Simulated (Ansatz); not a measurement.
CHF₃, charge +1, quartet, at the geometry of the source list (a state made from the parent by changing its charge; the spin is typed, not shown lowest); HF/def2-SVP run with Ansatz (a program for electronic structure).

Ansatz was given this input:
Ansatz 0.2 input:
```yaml
crystal:
  periodic: [false, false, false]
  atoms:
    - {symbol: F, position_ang: [1.09170000, -0.61180000, -0.38280000]}
    - {symbol: C, position_ang: [0.00120000, 0.00460000, 0.05840000]}
    - {symbol: F, position_ang: [-1.06050000, -0.69170000, -0.33100000]}
    - {symbol: F, position_ang: [-0.05690000, 1.20690000, -0.50290000]}
    - {symbol: H, position_ang: [0.02450000, 0.09200000, 1.15840000]}
basis:
  gaussian:
    orbitals: def2-SVP
hamiltonian:
  xc: hf
total_charge: 1
magnetization: {spin_polarized: false, initial_magnetization: 3}
```

Output, abridged:

```
Functional definition: HF
588 factors; integrals over basis functions are off by at most 1.5e-3 eV
mean field evaluation 1: about -9124.0966 eV, gradient 2.9e1 eV
mean field evaluation 2: about -9124.2485 eV, gradient 2.9e1 eV
mean field evaluation 4: about -9126.1322 eV, gradient 4.4e0 eV
mean field evaluation 8: about -9126.2603 eV, gradient 1.6e0 eV
mean field evaluation 16: about -9127.8761 eV, gradient 4.8e0 eV
mean field evaluation 32: about -9128.8587 eV, gradient 4.4e-6 eV
mean field evaluation 64: about -9128.5960 eV, gradient 1.0e0 eV
mean field evaluation 96: about -9128.6022 eV, gradient 1.7e0 eV
mean field evaluation 128: about -9123.4642 eV, gradient 3.6e1 eV
mean field evaluation 160: about -9127.9342 eV, gradient 1.4e0 eV
mean field evaluation 192: about -9127.0194 eV, gradient 1.5e1 eV
mean field evaluation 224: about -9128.4236 eV, gradient 4.2e0 eV
mean field evaluation 256: about -9127.3002 eV, gradient 1.2e0 eV
mean field evaluation 288: about -9124.1110 eV, gradient 3.4e1 eV
mean field evaluation 320: about -9126.2820 eV, gradient 1.1e0 eV
mean field evaluation 352: about -9127.7345 eV, gradient 4.5e0 eV
mean field evaluation 384: about -9128.6058 eV, gradient 6.1e0 eV
mean field evaluation 416: about -9128.9405 eV, gradient 6.6e-1 eV
mean field evaluation 448: about -9120.3094 eV, gradient 3.9e1 eV
mean field evaluation 480: about -9129.2195 eV, gradient 5.3e-1 eV
mean field evaluation 512: about -9129.2078 eV, gradient 1.5e0 eV
mean field evaluation 544: about -9129.2218 eV, gradient 8.3e-1 eV
mean field evaluation 576: about -9129.1751 eV, gradient 9.6e-1 eV
mean field evaluation 608: about -9129.3097 eV, gradient 6.0e-1 eV
mean field evaluation 640: about -9126.8568 eV, gradient 1.9e0 eV
mean field evaluation 672: about -9128.8333 eV, gradient 8.2e-1 eV
mean field evaluation 704: about -9122.4700 eV, gradient 3.9e1 eV
mean field evaluation 736: about -9127.7767 eV, gradient 6.9e0 eV
mean field evaluation 768: about -9128.3166 eV, gradient 2.0e0 eV
mean field evaluation 800: about -9128.2463 eV, gradient 2.5e0 eV
mean field evaluation 832: about -9129.2654 eV, gradient 1.1e0 eV
mean field evaluation 864: about -9126.8162 eV, gradient 6.1e0 eV
mean field evaluation 896: about -9118.1644 eV, gradient 1.3e1 eV
mean field -9129.36945520 eV, -335.4981393696 hartree, gradient 1.0e-5 eV, S^2 3.750000; 5 other end points of the search recorded, 0 dependent functions left out
reference -9129.36945520 eV, -335.4981393696 hartree; 18, 15 occupied and 43, 46 virtual orbitals, 588 factors
Total energy: -9129.36945520 eV, -335.4981393696 hartree
```
